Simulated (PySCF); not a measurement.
**S₄⁺: doublet, from a rhombus start**

Aim: relax S₄⁺ as a doublet from a rhombus start, check by its vibrations whether the end is a minimum, and collect its spectrum and constants.

The runs use PySCF 2.14.0; PBE0, basis S def2-TZVP, no relativity, density fitting.

**1. Starting geometry**

4 atoms, charge 1, spin multiplicity 2.

Bond lengths: S1–S2 2.060 Å, S1–S3 2.060 Å, S1–S4 2.060 Å, S2–S3 2.060 Å, S2–S4 2.060 Å. Angles: S2–S1–S3 60.0°, S2–S1–S4 60.0°, S3–S1–S4 120.0°, S1–S2–S3 60.0°, S1–S2–S4 60.0°, S3–S2–S4 120.0°, S1–S3–S2 60.0°, S1–S4–S2 60.0°.

Z-matrix (Å, degrees; charge 1 multiplicity 2):
```
S
S  1 2.0600
S  1 2.0600 2 60.00
S  1 2.0600 2 60.00 3 180.00
```

**2. The SCF at the typed geometry**

One driver script runs all steps and calls PySCF; scf.py shows how it sets up the SCF of each step. The optimiser is the driver's own. After this first run the driver tries any further starts and a stability analysis.

Input file scf.py:

```python
from pyscf import gto, scf, dft
mol = gto.M(atom='''
S      0.000000     1.030000     0.000000
S      0.000000    -1.030000     0.000000
S      1.784000     0.000000     0.000000
S     -1.784000     0.000000     0.000000''',
    basis={'S': 'def2-TZVP'},
    charge=1, spin=1)
mf = dft.UKS(mol, xc='PBE0')
mf.grids.atom_grid = (50, 194)
aux = {'S': 'def2-universal-JKFIT'}
mf = mf.density_fit(auxbasis=aux)
mf.conv_tol = 1e-08
mf.diis_space = 10
mf.max_cycle = 60
mf.init_guess = 'minao'
mf.verbose = 4
mf.kernel()
```

On the command line:

```sh
$ OMP_NUM_THREADS=4 python axn.py task.json out
```

Further steps of the session: Relaxing the doublet from the rhombus start; Is it a minimum? Harmonic modes.

**Question.** What will these runs give? Wanted: minimum; geometry; wavenumbers; dipole moment; highest occupied, lowest empty level; polar-tensor charge of S1; zero-point energy; ⟨S²⟩.

**Answer**, as computed:

```
                                          quantity                                                value
                                           minimum                                         doublet, D4h
                                          geometry                   S–S 2.053 Å (×4); S–S–S 90.0° (×4)
                                wavenumbers (cm⁻¹)  94 (b2u), 314 (b1g), 511 (eu), 564 (a1g), 607 (b2g)
                    dipole moment (centre of mass)                                               0.00 D
highest occupied, lowest empty level (either spin)                                     -11.80, -9.39 eV
                         polar-tensor charge of S1                                              +0.25 e
                                 zero-point energy                                          15.6 kJ/mol
                               entropy at 298.15 K                                      300.3 J/(mol K)
                                              ⟨S²⟩                                                0.755
```

The rhombus start (D2h) ends in a minimum of D4h symmetry. Only this shape and spin were tried, so other structures or states may lie lower.
